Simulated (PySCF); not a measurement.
PySCF input (PBE/jun-cc-pV(T+d)Z):

```python
import numpy as np, basis_set_exchange as bse
from pyscf import gto, scf, dft, df

basis = {'H': gto.basis.parse(bse.get_basis('jun-cc-pV(T+d)Z', elements=['H'], fmt='nwchem')), 'O': gto.basis.parse(bse.get_basis('jun-cc-pV(T+d)Z', elements=['O'], fmt='nwchem'))}
mol = gto.M(
    atom='''
    O     0.00702152    0.00134342    0.11666744
    H    -0.04995842    0.75929218   -0.47415850
    H    -0.00621371   -0.77003954   -0.45918106
    ''',
    basis=basis,
    charge=0,
    verbose=4,
    max_memory=2160,
)
mf = dft.RKS(mol, xc='pbe')
mf.grids.level = 3
mf = mf.density_fit(auxbasis=df.autoaux(mol))
mf.conv_tol = 1e-9
mf.max_cycle = 100
print('smallest overlap eigenvalue', np.linalg.eigvalsh(mol.intor('int1e_ovlp'))[0])
mf.kernel()
dip = mf.dip_moment()
```

Output:

```
PySCF version 2.14.0

[INPUT] verbose = 4
[INPUT] num. atoms = 3
[INPUT] num. electrons = 10
[INPUT] charge = 0
[INPUT] spin (= nelec alpha-beta = 2S) = 0
[INPUT] symmetry False subgroup None
[INPUT] Mole.unit = angstrom
[INPUT] Symbol           X                Y                Z      unit          X                Y                Z       unit  Magmom
[INPUT]  1 O      0.007021520000   0.001343420000   0.116667440000 AA    0.013268749778   0.002538695870   0.220469509254 Bohr   0.0
[INPUT]  2 H     -0.049958420000   0.759292180000  -0.474158500000 AA   -0.094407731416   1.434854268724  -0.896029704635 Bohr   0.0
[INPUT]  3 H     -0.006213710000  -0.770039540000  -0.459181060000 AA   -0.011742210117  -1.455163835686  -0.867726444987 Bohr   0.0

nuclear repulsion = 9.14066426299023
number of shells = 13
number of NR pGTOs = 83
number of NR cGTOs = 67
basis = {'H': [[0, [33.87, 0.006068, 0.0, 0.0], [5.095, 0.045308, 0.0, 0.0], [1.159, 0.202822, 0.0, 0.0], [0.3258, 0.0, 1.0, 0.0], [0.1027, 0.0, 0.0, 1.0]], [1, [1.407, 1.0, 0.0], [0.388, 0.0, 1.0]], [2, [1.057, 1.0]]], 'O': [[0, [15330.0, 0.000508, 0.0, -0.000115, 0.0], [2299.0, 0.003929, 0.0, -0.000895, 0.0], [522.4, 0.020243, 0.0, -0.004636, 0.0], [147.3, 0.079181, 0.0, -0.018724, 0.0], [47.55, 0.230687, 0.0, -0.058463, 0.0], [16.76, 0.433118, 0.0, -0.136463, 0.0], [6.207, 0.35026, 0.0, -0.17574, 0.0], [1.752, 0.0, 1.0, 0.0, 0.0], [0.6882, -0.008154, 0.0, 0.603418, 0.0], [0.2384, 0.0, 0.0, 0.0, 1.0]], [0, [0.07376, 1.0]], [1, [34.46, 0.015928, 0.0, 0.0], [7.749, 0.09974, 0.0, 0.0], [2.28, 0.310492, 0.0, 0.0], [0.7156, 0.0, 1.0, 0.0], [0.214, 0.0, 0.0, 1.0]], [1, [0.05974, 1.0]], [2, [2.314, 1.0, 0.0], [0.645, 0.0, 1.0]], [2, [0.214, 1.0]], [3, [1.428, 1.0]]]}
ecp = {}
ETB for O: l = 0, exps = 0.11948 * 1.8^n , n = 0..15
ETB for O: l = 1, exps = 0.11948 * 1.8^n , n = 0..13
ETB for O: l = 2, exps = 0.11948 * 1.8^n , n = 0..12
ETB for O: l = 3, exps = 0.27374 * 2.2^n , n = 0..6
ETB for O: l = 4, exps = 0.428 * 2.2^n , n = 0..4
ETB for H: l = 0, exps = 0.2054 * 1.8^n , n = 0..10
ETB for H: l = 1, exps = 0.4907 * 2^n , n = 0..3
ETB for H: l = 2, exps = 0.776 * 2.2^n , n = 0..2
ETB for H: l = 3, exps = 1.4449999999999998 * 2.2^n , n = 0..1
smallest overlap eigenvalue 0.000826756866017542

******** <class 'pyscf.df.df_jk.DFRKS'> ********
method = DFRKS
initial guess = minao
damping factor = 0
level_shift factor = 0
DIIS = <class 'pyscf.scf.diis.CDIIS'>
diis_start_cycle = 1
diis_space = 8
diis_damp = 0
SCF conv_tol = 1e-09
SCF conv_tol_grad = None
SCF max_cycles = 100
direct_scf = False
XC library pyscf.dft.libxc version 7.1.2
    S. Lehtola, C. Steigemann, M. J. T. Oliveira, and M. A. L. Marques,  SoftwareX 7, 1–5 (2018)
XC functionals = pbe
    J. P. Perdew, K. Burke, and M. Ernzerhof,  Phys. Rev. Lett. 77, 3865 (1996)
    J. P. Perdew, K. Burke, and M. Ernzerhof,  Phys. Rev. Lett. 78, 1396 (1997)
    J. P. Perdew, K. Burke, and M. Ernzerhof,  Phys. Rev. Lett. 77, 3865 (1996)
    J. P. Perdew, K. Burke, and M. Ernzerhof,  Phys. Rev. Lett. 78, 1396 (1997)
radial grids:
    Treutler-Ahlrichs [JCP 102, 346 (1995); DOI:10.1063/1.469408] (M4) radial grids

becke partition: Becke, JCP 88, 2547 (1988); DOI:10.1063/1.454033
pruning grids: <function nwchem_prune>
grids dens level: 3
symmetrized grids: False
atomic radii adjust function: <function treutler_atomic_radii_adjust>
small_rho_cutoff = 0
Set gradient conv threshold to 3.16228e-05
Initial guess from minao.
tot grids = 33704
init E= -76.3260130872706
  HOMO = -0.401558117559349  LUMO = -0.0233684463253301  gap/eV = 10.29107
cycle= 1 E= -76.270894052691  delta_E= 0.0551  |g|= 0.785  |ddm|= 0.862
  HOMO = -0.0851065268706463  LUMO = 0.0353423416860519  gap/eV = 3.27758
cycle= 2 E= -75.7876121589372  delta_E= 0.483  |g|= 1.73  |ddm|= 1.14
  HOMO = -0.287714245181355  LUMO = -0.0122021910034391  gap/eV = 7.49706
cycle= 3 E= -76.3789363826936  delta_E= -0.591  |g|= 0.0657  |ddm|= 0.856
  HOMO = -0.263499669117817  LUMO = -0.00325138499470512  gap/eV = 7.08172
cycle= 4 E= -76.3799266967759  delta_E= -0.00099  |g|= 0.0135  |ddm|= 0.0449
  HOMO = -0.26488108778635  LUMO = -0.00461828877291381  gap/eV = 7.08211
cycle= 5 E= -76.3799555051664  delta_E= -2.88e-05  |g|= 0.00313  |ddm|= 0.00568
  HOMO = -0.265389208581471  LUMO = -0.00478078893192446  gap/eV = 7.09152
cycle= 6 E= -76.3799574034429  delta_E= -1.9e-06  |g|= 0.000118  |ddm|= 0.00146
  HOMO = -0.265416211214271  LUMO = -0.00479247349197642  gap/eV = 7.09193
cycle= 7 E= -76.3799574057651  delta_E= -2.32e-09  |g|= 5.03e-06  |ddm|= 4.95e-05
  HOMO = -0.265416705805396  LUMO = -0.00479312933148712  gap/eV = 7.09193
cycle= 8 E= -76.3799574057685  delta_E= -3.47e-12  |g|= 1.13e-06  |ddm|= 4.73e-06
  HOMO = -0.265417080358858  LUMO = -0.00479313558609107  gap/eV = 7.09194
Extra cycle  E= -76.3799574057679  delta_E= 6.11e-13  |g|= 2.27e-06  |ddm|= 1.5e-06
converged SCF energy = -76.3799574057679
Dipole moment(X, Y, Z, Debye): -0.11033, -0.02111, -1.83324
```
